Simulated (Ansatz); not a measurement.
# SiH₄ (singlet): the correlation ladder, cc-pV(T+d)Z

The task here is to estimate one member of a computed series from the others.

Computed with Ansatz 0.2.0, Gaussian basis. Level: cc-pV(T+d)Z, core rule «outside noble gas», up to 5 orbitals frozen.

To be run: UHF; CCSD(T) on RHF; BCCD(T) on RHF; CISD; CCSDT(Q) on RHF; CASSCF and MRCISD+Q, 8 electrons in 8 orbitals; CASSCF and NEVPT2, 8 electrons in 8 orbitals.

9 further runs of the same task are left out: 9 set aside as unsound or not needed.

### What is computed

The geometry is an MP2(full)/6-31G* stationary point (not a proven minimum).

5 atoms, charge 0, spin multiplicity 1.

Atoms are counted from 1 here; the program's logs count them from 0.

Bond lengths: Si1–H2 1.483 Å, Si1–H3 1.483 Å, Si1–H4 1.483 Å, Si1–H5 1.483 Å. Angles: H2–Si1–H3 109.5°, H2–Si1–H4 109.5°, H2–Si1–H5 109.5°, H3–Si1–H4 109.5°, H3–Si1–H5 109.5°, H4–Si1–H5 109.5°.

The first run:

Input file in.yaml:

```yaml
crystal:
  periodic: [false, false, false]
  atoms:
    - {symbol: Si, position_ang: [0.000000, 0.000000, 0.000000]}
    - {symbol: H, position_ang: [0.856135, 0.856135, 0.856135]}
    - {symbol: H, position_ang: [-0.856135, -0.856135, 0.856135]}
    - {symbol: H, position_ang: [-0.856135, 0.856135, -0.856135]}
    - {symbol: H, position_ang: [0.856135, -0.856135, -0.856135]}
basis:
  gaussian: {orbitals: "cc-pV(T+d)Z.json"}
magnetization: {spin_polarized: true, initial_magnetization: 0}
hamiltonian: {xc: hf}
output: {orbitals: {seedname: orbitals}}
```

Command:

```console
$ ansatz run in.yaml --threads 1 --pin off --events-out ev --progress --plain --max-ram 8192MiB --backend cpu
```

Among the steps run: UHF; CCSD(T) on RHF; BCCD(T) on RHF; CISD; CCSDT(Q) on RHF; CASSCF and MRCISD+Q, 8 electrons in 8 orbitals; CASSCF and NEVPT2, 8 electrons in 8 orbitals.

One table of the session follows, with a row left open; its other results are not shown here.

| method | from RCCSDT(Q) (meV) |
| --- | --- |
| RHF | +4827.8 |
| RMP2 | +936.4 |
| CISD | ? |
| RCCSD | +126.0 |
| RCCSD(T) | +22.5 |
| BCCD(T) | +22.0 |
| RCCSDT | +2.6 |
| RCCSDT(Q) | 0 |
| CASSCF valence | +3318.1 |
| NEVPT2 valence | +1054.9 |
| MRCISD valence | +202.7 |
| MRCISD+Q valence | +29.4 |

Estimate the missing values for CISD.

As computed: from RCCSDT(Q) (meV): +369.0. In the column «from RCCSDT(Q) (meV)» it lies between MRCISD valence (+202.7) and RMP2 (+936.4).
